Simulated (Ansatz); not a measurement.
**The silicon atom (triplet): density functionals in aug-cc-pVDZ**

Aim: run the silicon atom (triplet) with a set of functionals in one basis and compare levels, spin and time.

Computed with Ansatz 0.2.0, Gaussian basis. Level: aug-cc-pVDZ, all electrons in the functionals, frozen cores in the correlation of double hybrids and RPA.

Plan: SPW92, PBE, BLYP, revPBE, r2SCAN, B97M-V, PBE0, B3LYP, r2SCANh, r2SCAN0, BHLYP, CAM-B3LYP, wB97X-V, wB97M-V, HSE06, B2PLYP, PBE-QIDH.

### Step 1. The atom

A free atom, in its lowest state of this spin that the program finds.

1 atom, charge 0, spin multiplicity 3.

No dispersion term is added; B97M-V, wB97X-V, wB97M-V hold VV10 nonlocal correlation. B3LYP takes the VWN-RPA correlation. HSE06 is the plane-wave form.

### Step 2. SPW92 (unrestricted)

in.yaml

```yaml
crystal:
  periodic: [false, false, false]
  atoms:
    - {symbol: Si, position_ang: [0.000000, 0.000000, 0.000000]}
basis:
  gaussian: {orbitals: aug-cc-pVDZ}
magnetization: {spin_polarized: true, initial_magnetization: 2}
hamiltonian: {xc: {name: SPW92}}
```

Started as:

```console
$ ansatz run in.yaml --threads 1 --pin off --events-out ev --progress --plain --max-ram 2393MiB
```

What it wrote:

```text
Functional definition: SPW92
  name "SPW92"
  cite "Dirac, Proc. Camb. Phil. Soc. 26, 376 (1930) doi:10.1017/S0305004100016108"
  cite "Slater, Phys. Rev. 81, 385 (1951) doi:10.1103/PhysRev.81.385"
  cite "Perdew & Wang, Phys. Rev. B 45, 13244 (1992) doi:10.1103/PhysRevB.45.13244"
  exchange = slater_x
  correlation = pw_c
232 factors; their error is unknown
mean field evaluation 1: about -7842.1588 eV, gradient 3.1e0 eV
mean field evaluation 2: about -7842.1879 eV, gradient 2.9e0 eV
mean field evaluation 4: about -7842.2637 eV, gradient 1.3e0 eV
mean field evaluation 8: about -7842.2637 eV, gradient 1.3e0 eV
mean field evaluation 16: about -7842.2541 eV, gradient 3.6e-2 eV
mean field -7842.25388909 eV, -288.1975147535 hartree, gradient 4.9e-6 eV, S^2 2.001479; 2 other end points of the search recorded, 0 dependent functions left out
reference -7842.25393043 eV, -288.1975162727 hartree; 8, 6 occupied and 19, 21 virtual orbitals, 232 factors
Total energy: -7842.25393043 eV, -288.1975162727 hartree
```

Wall time 0.33 s (1 thread of Arm Neoverse V1, shared host).

From the report: ⟨S²⟩ of the determinant 2.001 (pure triplet: 2.00).

### Step 3. PBE (unrestricted)

in.yaml: that of step 2 with these lines changed.

```diff
@@ -7,2 +7,3 @@
 magnetization: {spin_polarized: true, initial_magnetization: 2}
-hamiltonian: {xc: {name: SPW92}}
+hamiltonian: {xc: {name: PBE}}
+output: {orbitals: {seedname: orbitals}}
```

Launched as before.

What it wrote:

```text
Functional definition: PBE
  name "PBE"
  cite "Perdew, Burke & Ernzerhof, Phys. Rev. Lett. 77, 3865 (1996) doi:10.1103/PhysRevLett.77.3865"
  parent pbe
  parameter kappa = 0.804
  parameter beta = 0.06672455060314922
  exchange = pbe_x(kappa = kappa, mu = beta*pi^2/3)
  correlation = pbe_c(beta = beta)
232 factors; their error is unknown
mean field evaluation 1: about -7869.9789 eV, gradient 3.2e0 eV
mean field evaluation 2: about -7870.0896 eV, gradient 1.6e0 eV
mean field evaluation 4: about -7870.1174 eV, gradient 2.1e-2 eV
mean field evaluation 8: about -7870.0856 eV, gradient 3.9e-5 eV
mean field evaluation 16: about -7869.9730 eV, gradient 2.8e0 eV
mean field -7870.08563028 eV, -289.2203123770 hartree, gradient 3.9e-5 eV, S^2 2.003597; 3 other end points of the search recorded, 0 dependent functions left out
reference -7870.08568404 eV, -289.2203143527 hartree; 8, 6 occupied and 19, 21 virtual orbitals, 232 factors
Total energy: -7870.08568404 eV, -289.2203143527 hartree
```

Wall time 0.66 s (1 thread of Arm Neoverse V1, shared host).

From the report: ⟨S²⟩ of the determinant 2.004 (pure triplet: 2.00).

### Step 4. BLYP (unrestricted)

in.yaml: that of step 3 with these lines changed.

```diff
@@ -7,3 +7,2 @@
 magnetization: {spin_polarized: true, initial_magnetization: 2}
-hamiltonian: {xc: {name: PBE}}
-output: {orbitals: {seedname: orbitals}}
+hamiltonian: {xc: {name: BLYP}}
```

The command is unchanged.

What it wrote:

```text
Functional definition: BLYP
  name "BLYP"
  cite "Becke, Phys. Rev. A 38, 3098 (1988) doi:10.1103/PhysRevA.38.3098"
  cite "Lee, Yang & Parr, Phys. Rev. B 37, 785 (1988) doi:10.1103/PhysRevB.37.785"
  parameter beta = 0.0042
  parameter a = 0.04918
  parameter b = 0.132
  parameter c = 0.2533
  parameter d = 0.349
  exchange = b88_x(beta = beta)
  correlation = lyp_c(a = a, b = b, c = c, d = d)
232 factors; their error is unknown
mean field evaluation 1: about -7874.1465 eV, gradient 3.4e0 eV
mean field evaluation 2: about -7874.2536 eV, gradient 2.0e0 eV
mean field evaluation 4: about -7874.2961 eV, gradient 1.8e-2 eV
mean field evaluation 8: about -7874.2642 eV, gradient 1.8e-5 eV
mean field evaluation 16: about -7874.1798 eV, gradient 2.4e0 eV
mean field -7874.26423804 eV, -289.3738733801 hartree, gradient 1.8e-5 eV, S^2 2.002795; 1 other end points of the search recorded, 0 dependent functions left out
reference -7874.26447393 eV, -289.3738820486 hartree; 8, 6 occupied and 19, 21 virtual orbitals, 232 factors
Total energy: -7874.26447393 eV, -289.3738820486 hartree
```

It took 0.48 s on 1 thread of Arm Neoverse V1, shared host.

From the report: ⟨S²⟩ of the determinant 2.003 (pure triplet: 2.00).

### Step 5. revPBE (unrestricted)

in.yaml: that of step 4 with these lines changed.

```diff
@@ -7,2 +7,2 @@
 magnetization: {spin_polarized: true, initial_magnetization: 2}
-hamiltonian: {xc: {name: BLYP}}
+hamiltonian: {xc: {name: revPBE}}
```

The command is unchanged.

What it wrote:

```text
Functional definition: revPBE
  name "revPBE"
  cite "Zhang & Yang, Phys. Rev. Lett. 80, 890 (1998) doi:10.1103/PhysRevLett.80.890"
  cite "Perdew, Burke & Ernzerhof, Phys. Rev. Lett. 77, 3865 (1996) doi:10.1103/PhysRevLett.77.3865"
  parameter kappa = 1.245
  parameter beta = 0.06672455060314922
  exchange = pbe_x(kappa = kappa, mu = beta*pi^2/3)
  correlation = pbe_c(beta = beta)
232 factors; their error is unknown
mean field evaluation 1: about -7872.5090 eV, gradient 3.1e0 eV
mean field evaluation 2: about -7872.6198 eV, gradient 1.5e0 eV
mean field evaluation 4: about -7872.6448 eV, gradient 2.3e-2 eV
mean field evaluation 8: about -7872.6129 eV, gradient 5.7e-5 eV
mean field evaluation 16: about -7872.4936 eV, gradient 2.8e0 eV
mean field -7872.61293976 eV, -289.3131892875 hartree, gradient 5.7e-5 eV, S^2 2.004201; 2 other end points of the search recorded, 0 dependent functions left out
reference -7872.61300672 eV, -289.3131917483 hartree; 8, 6 occupied and 19, 21 virtual orbitals, 232 factors
Total energy: -7872.61300672 eV, -289.3131917483 hartree
```

Run time: 0.6 s. Hardware: 1 thread of Arm Neoverse V1, shared host.

From the report: ⟨S²⟩ of the determinant 2.004 (pure triplet: 2.00).

### Step 6. r2SCAN (unrestricted)

in.yaml: that of step 5 with these lines changed.

```diff
@@ -7,2 +7,2 @@
 magnetization: {spin_polarized: true, initial_magnetization: 2}
-hamiltonian: {xc: {name: revPBE}}
+hamiltonian: {xc: {name: r2SCAN}}
```

Launched as before.

What it wrote:

```text
Functional definition: r2SCAN
  name "r2SCAN"
  cite "Furness, Kaplan, Ning, Perdew & Sun, J. Phys. Chem. Lett. 11, 8208 (2020) doi:10.1021/acs.jpclett.0c02405"
  cite "Furness, Kaplan, Ning, Perdew & Sun, J. Phys. Chem. Lett. 11, 9248 (2020) doi:10.1021/acs.jpclett.0c03077"
  parent r2scan
  parameter k0 = 0.174
  parameter k1 = 0.065
  parameter a1 = 4.9479
  exchange = r2scan_x(k0 = k0, k1 = k1, a1 = a1)
  correlation = r2scan_c
232 factors; their error is unknown
mean field evaluation 1: about -7873.2321 eV, gradient 3.0e0 eV
mean field evaluation 2: about -7873.3512 eV, gradient 1.0e0 eV
mean field evaluation 4: about -7873.3618 eV, gradient 1.6e-2 eV
mean field evaluation 8: about -7873.3294 eV, gradient 3.5e-4 eV
mean field evaluation 16: about -7873.3294 eV, gradient 2.4e-5 eV
mean field -7873.32944055 eV, -289.3395202060 hartree, gradient 2.5e-5 eV, S^2 2.008564; 1 other end points of the search recorded, 0 dependent functions left out
reference -7873.32946536 eV, -289.3395211176 hartree; 8, 6 occupied and 19, 21 virtual orbitals, 232 factors
Total energy: -7873.32946536 eV, -289.3395211176 hartree
```

It took 1.4 s on 1 thread of Arm Neoverse V1, shared host.

From the report: ⟨S²⟩ of the determinant 2.009 (pure triplet: 2.00).

### Step 7. B97M-V (unrestricted)

in.yaml: that of step 6 with these lines changed.

```diff
@@ -7,2 +7,2 @@
 magnetization: {spin_polarized: true, initial_magnetization: 2}
-hamiltonian: {xc: {name: r2SCAN}}
+hamiltonian: {xc: {name: B97M-V}}
```

Launched as before.

What it wrote, shortened:

```text
Functional definition: B97M-V
  name "B97M-V"
  cite "Mardirossian & Head-Gordon, J. Chem. Phys. 142, 074111 (2015) doi:10.1063/1.4907719"
  cite "Becke, J. Chem. Phys. 107, 8554 (1997) doi:10.1063/1.475007"
  cite "Vydrov & Van Voorhis, J. Chem. Phys. 133, 244103 (2010) doi:10.1063/1.3521275"
  # Of w^i u^j: cxij and so on, Table III.
[...]
  gx(w, u) = cx00 + cx01*u + cx02*u^2 + (cx10 + cx11*u)*w
  gss(w, u) = css00 + css02*u^2 + css10*w + (css32*w^3 + css42*w^4)*u^2
  gos(w, u) = cos00 + cos01*u + cos03*u^3 + cos10*w + cos32*w^3*u^2
[...]
      + integral(e_c_pw_mod_opposite_spin*gos(b97_w_opposite, b97_u_opposite)) + vv10(b, c)
232 factors; their error is unknown
[...]
mean field -7872.00894124 eV, -289.2909927511 hartree, gradient 7.3e-5 eV, S^2 2.004190; 2 other end points of the search recorded, 0 dependent functions left out
reference -7872.00901685 eV, -289.2909955299 hartree; 8, 6 occupied and 19, 21 virtual orbitals, 232 factors
Total energy: -7872.00901685 eV, -289.2909955299 hartree
```

Run time: 2.2 s. Hardware: 1 thread of Arm Neoverse V1, shared host.

From the report: ⟨S²⟩ of the determinant 2.004 (pure triplet: 2.00).

### Step 8. PBE0 (unrestricted)

in.yaml: that of step 7 with these lines changed.

```diff
@@ -7,2 +7,3 @@
 magnetization: {spin_polarized: true, initial_magnetization: 2}
-hamiltonian: {xc: {name: B97M-V}}
+hamiltonian: {xc: {name: PBE0}}
+output: {orbitals: {seedname: orbitals}}
```

Launched as before.

What it wrote:

```text
Functional definition: PBE0
  name "PBE0"
  cite "Adamo & Barone, J. Chem. Phys. 110, 6158 (1999) doi:10.1063/1.478522"
  cite "Perdew, Burke & Ernzerhof, Phys. Rev. Lett. 77, 3865 (1996) doi:10.1103/PhysRevLett.77.3865"
  parent pbe
  parameter a = 0.25
  parameter kappa = 0.804
  parameter beta = 0.06672455060314922
  exchange = (1 - a)*pbe_x(kappa = kappa, mu = beta*pi^2/3) + a*exact_x
  correlation = pbe_c(beta = beta)
145 factors; integrals over basis functions are off by at most 1.3e-4 eV
mean field evaluation 1: about -7870.7635 eV, gradient 2.5e0 eV
mean field evaluation 2: about -7870.8398 eV, gradient 6.9e-1 eV
mean field evaluation 4: about -7870.8445 eV, gradient 1.7e-1 eV
mean field evaluation 8: about -7870.8448 eV, gradient 1.3e-4 eV
mean field -7870.84480655 eV, -289.2482115904 hartree, gradient 5.8e-6 eV, S^2 2.005110; 0 other end points of the search recorded, 0 dependent functions left out
reference -7870.84484770 eV, -289.2482131027 hartree; 8, 6 occupied and 19, 21 virtual orbitals, 145 factors
Total energy: -7870.84484770 eV, -289.2482131027 hartree
```

Run time: 0.33 s. Hardware: 1 thread of Arm Neoverse V1, shared host.

From the report: ⟨S²⟩ of the determinant 2.005 (pure triplet: 2.00).

### Step 9. B3LYP (unrestricted)

in.yaml: that of step 8 with these lines changed.

```diff
@@ -7,3 +7,2 @@
 magnetization: {spin_polarized: true, initial_magnetization: 2}
-hamiltonian: {xc: {name: PBE0}}
-output: {orbitals: {seedname: orbitals}}
+hamiltonian: {xc: {name: B3LYP}}
```

Launched as before.

What it wrote, shortened:

```text
Functional definition: B3LYP
  name "B3LYP"
  cite "Stephens, Devlin, Chabalowski & Frisch, J. Phys. Chem. 98, 11623 (1994) doi:10.1021/j100096a001"
  cite "Becke, Phys. Rev. A 38, 3098 (1988) doi:10.1103/PhysRevA.38.3098"
  cite "Lee, Yang & Parr, Phys. Rev. B 37, 785 (1988) doi:10.1103/PhysRevB.37.785"
  cite "Vosko, Wilk & Nusair, Can. J. Phys. 58, 1200 (1980) doi:10.1139/p80-159"
[...]
145 factors; integrals over basis functions are off by at most 1.3e-4 eV
[...]
mean field -7874.69856539 eV, -289.3898346156 hartree, gradient 6.2e-5 eV, S^2 2.003639; 1 other end points of the search recorded, 0 dependent functions left out
reference -7874.69874927 eV, -289.3898413733 hartree; 8, 6 occupied and 19, 21 virtual orbitals, 145 factors
Total energy: -7874.69874927 eV, -289.3898413733 hartree
```

Wall time 0.6 s (1 thread of Arm Neoverse V1, shared host).

From the report: ⟨S²⟩ of the determinant 2.004 (pure triplet: 2.00).

### Step 10. r2SCANh (unrestricted)

in.yaml: that of step 9 with these lines changed.

```diff
@@ -7,2 +7,2 @@
 magnetization: {spin_polarized: true, initial_magnetization: 2}
-hamiltonian: {xc: {name: B3LYP}}
+hamiltonian: {xc: {name: r2SCANh}}
```

Same command.

What it wrote, shortened:

```text
Functional definition: r2SCANh
  name "r2SCANh"
  cite "Bursch, Neugebauer, Ehlert & Grimme, J. Chem. Phys. 156, 134105 (2022) doi:10.1063/5.0086040"
  cite "Furness, Kaplan, Ning, Perdew & Sun, J. Phys. Chem. Lett. 11, 8208 (2020) doi:10.1021/acs.jpclett.0c02405"
  cite "Furness, Kaplan, Ning, Perdew & Sun, J. Phys. Chem. Lett. 11, 9248 (2020) doi:10.1021/acs.jpclett.0c03077"
  parent r2scan
[...]
145 factors; integrals over basis functions are off by at most 1.3e-4 eV
[...]
mean field -7873.32195443 eV, -289.3392450961 hartree, gradient 1.4e-5 eV, S^2 2.008770; 1 other end points of the search recorded, 0 dependent functions left out
reference -7873.32197662 eV, -289.3392459116 hartree; 8, 6 occupied and 19, 21 virtual orbitals, 145 factors
Total energy: -7873.32197662 eV, -289.3392459116 hartree
```

Run time: 1.4 s. Hardware: 1 thread of Arm Neoverse V1, shared host.

From the report: ⟨S²⟩ of the determinant 2.009 (pure triplet: 2.00).

[end of part 1 of 2]
